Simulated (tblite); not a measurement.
# F3H3NP: the cost of one run

Computed with tblite 0.8.0 and PySCF 2.14.0; each step states its level. No surroundings beyond the atoms listed, unless a continuum is named. Atoms count from 0, parts from 1.

### 1 Starting point

8 atoms, charge 0, multiplicity 1; geometry: rigid parts in contact. Parts: 1 = atoms 0–3, `FP(F)F`, charge 0; 2 = atoms 4–7, `N`, charge 0.

### 2 Bringing the parts together with GFN2-xTB

What the job is given:

```
{"job": {"kind": "dock", "xc": "GFN2-xTB", "basis": "xTB"}, "charge": 0, "multiplicity": 1, "parts": [{"atoms": "0-3", "charge": 0, "multiplicity": 1}, {"atoms": "4-7", "charge": 0, "multiplicity": 1}]}
F     -0.775015    -1.105301    -0.207770
P      0.007825    -0.001831     0.642439
F      1.341074    -0.115292    -0.230864
F     -0.573883     1.222423    -0.203805
N      0.990800    -2.403970     1.657120
H      0.786084    -3.363855     1.407597
H      1.410558    -2.408992     2.578644
H      0.109657    -1.909353     1.723896
```

Level: GFN2-xTB search for minima from random contacts, gas phase.

Command:

```sh
> OMP_NUM_THREADS=1 python cluster_run.py task.json out
```

One launch serves the whole session: the jobs run in the order shown.

Q: Estimate the wall time of this first job on 1 thread of AMD EPYC 9R45, shared host.

About 3.8 s.
